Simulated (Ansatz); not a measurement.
## Worked example: correlation energy of [Cl···H···Br], doublet

Geometry: a point of a hydrogen-transfer path between rigid fragments, not a stationary point.

```xyz
3

Cl    0.0000    0.0000   -1.7980
H     0.0000    0.0000    0.0250
Br    0.0000    0.0000    1.7730
```

Basis cc-pVTZ; Ansatz 0.2.0. Only valence electrons are correlated (noble-gas cores and the filled d shells of p-block atoms frozen), which leaves 15 electrons in 72 orbitals. Prefix R: restricted or restricted open-shell reference; prefix U: unrestricted. No spin–orbit coupling is included, and no scalar relativity.

Full CI isn't at hand for all of this; UCCSDT(Q) serves as the reference, and is uncertain by about the last step of the cluster series.

Unrestricted rows (U) aren't spin-pure: their determinants' ⟨S²⟩ exceeds S(S+1) by up to 0.13, so they mix in states of higher spin.

Runs differ by some tens of microhartree through their thresholds and, for an open shell, their frozen cores, so steps under 0.03 kcal/mol mean nothing.

| level | total energy (hartree) |
| --- | --- |
| UHF | -3032.493494 |
| UMP2 | -3032.833847 |
| UCCSD | -3032.879566 |
| UCCSD(T) | -3032.894423 |
| UCCSDT | -3032.895977 |
| UCCSDT(Q) | -3032.896694 |

Q: What is the correlation energy at UCCSDT(Q), and what share of it do UMP2 and UCCSD(T) recover?

A: E(corr) = -3032.896694 − (-3032.493494) = -0.403200 hartree = -10.972 eV. UMP2: -0.340353 / -0.403200 = 84.41 %. UCCSD(T): -0.400929 / -0.403200 = 99.44 %.

Q: By how many kcal/mol does UCCSD(T) miss UCCSDT(Q) (1 hartree = 627.509 kcal/mol), and which steps make up the rest?

A: -3032.894423 − (-3032.896694) = 0.002271 hartree = 1.43 kcal/mol. Steps: UCCSDT − UCCSD(T) = -0.98, UCCSDT(Q) − UCCSDT = -0.45 kcal/mol. Differences between like states or geometries often cancel part of this.
